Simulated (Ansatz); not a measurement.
```xyz
3

C     0.0000    0.0000    0.1104
H     0.0000    0.9826   -0.3311
H     0.0000   -0.9826   -0.3311
```

Basis set: pcseg-2 (spherical functions). Charge 0, multiplicity 3.

Computed with Ansatz (development build ahead of 0.2.0); free ground-state atoms in the same class of orbitals, no zero-point energy, no relativity. Restricted functionals stand beside restricted open-shell atoms, which can lie above the unrestricted atoms usual in DFT and then raise those values.

The atomization energy of triplet CH₂ from measured heats of formation, zero-point and thermal terms removed is 8.254 eV (G2/97 set, Curtiss et al., J. Chem. Phys. 106, 1063 (1997), as shipped with ASE); it holds spin-orbit and other relativistic effects.

Task: How far do ωB97X (unrestricted), ωB97X (restricted open-shell), UHF miss it in this basis?

Result:

```csv
method,atomization energy (eV),computed − measured (eV)
ωB97X (unrestricted),8.249,-0.005
ωB97X (restricted open-shell),8.249,-0.005
UHF,6.738,-1.516
```

Caution: other spin multiplicities may lie lower.
